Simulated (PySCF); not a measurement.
Molecule: `C[C@@H]1S[C@@H]1F`, C3H5FS.

Numbering as in the mapped SMILES `[CH3:1][C@@H:2]1[S:3][C@@H:4]1[F:5]` (H(Xn): hydrogen on atom n).

Geometry PBE0-D3(BJ)/def2-SVP throughout; GIAO in PySCF 2.14, gas phase, one conformer, non-relativistic; equivalent atoms averaged; basis pcSseg-2.

Problem. How do the shifts δ (against TMS, CS2, CFCl3 at the same level) depend on the functional? (ppm; last column core-seconds on shared hosts with different chips, so compare them loosely; the GGAs took longer than the global hybrids here, which isn't the general rule, and the cause wasn't traced)

Solution. 
```csv
functional,kind,C4,C2,C1,S3,F5,H(C4),H(C2),H(C1),core-s
HF,Hartree–Fock,77.9,31.3,17.7,-169.5,-175.9,5.48,2.46,1.57,14
LDA,LDA,98.8,42.5,17.2,-91.4,-229.9,6.26,3.00,1.47,30
PBE,GGA,96.0,41.0,18.5,-98.0,-221.9,6.18,2.91,1.50,39
BLYP,GGA,96.7,41.6,19.2,-79.3,-220.3,6.20,2.90,1.54,41
BP86,GGA,95.9,41.1,18.7,-96.9,-222.1,6.15,2.88,1.50,36
OPBE,GGA,93.0,39.6,18.4,-120.9,-213.1,6.11,2.89,1.47,38
KT2,GGA,92.4,38.9,18.7,-98.0,-228.2,6.23,2.92,1.52,38
KT3,GGA,91.6,38.7,19.1,-101.1,-217.9,6.18,2.90,1.53,39
B97-D,GGA,94.0,40.5,19.2,-95.6,-214.4,6.14,2.88,1.54,39
B3LYP,global hybrid,93.1,39.6,18.7,-101.1,-209.0,5.99,2.79,1.54,30
PBE0,global hybrid,91.5,38.5,18.1,-123.2,-207.3,5.93,2.76,1.51,29
mPW1PW91,global hybrid,91.6,38.7,18.3,-122.9,-206.2,5.91,2.75,1.51,28
WP04,global hybrid,95.6,41.5,19.9,-92.3,-199.1,5.78,2.70,1.54,22
B97-2,global hybrid,90.8,38.4,18.6,-121.2,-204.5,5.92,2.76,1.52,21
BHandHLYP,global hybrid,87.5,36.6,18.2,-128.2,-195.2,5.77,2.66,1.55,22
CAM-B3LYP,range-separated hybrid,92.0,38.0,17.9,-104.4,-202.7,5.91,2.71,1.54,29
wB97X-D,range-separated hybrid,91.1,37.9,18.2,-118.2,-201.4,5.81,2.66,1.50,28
LC-wPBE,range-separated hybrid,91.3,36.3,17.2,-124.2,-193.4,5.76,2.59,1.48,37
```

Problem. Which nucleus moves most, in ppm?

Solution. S3 (sulfide sulfur): from -169.5 ppm with HF to -79.3 ppm with BLYP. The smallest spread is 0.10 ppm, at H(C1). Proton shifts span only some 12 ppm, so a few tenths of a ppm matter as much there as several ppm in carbon.
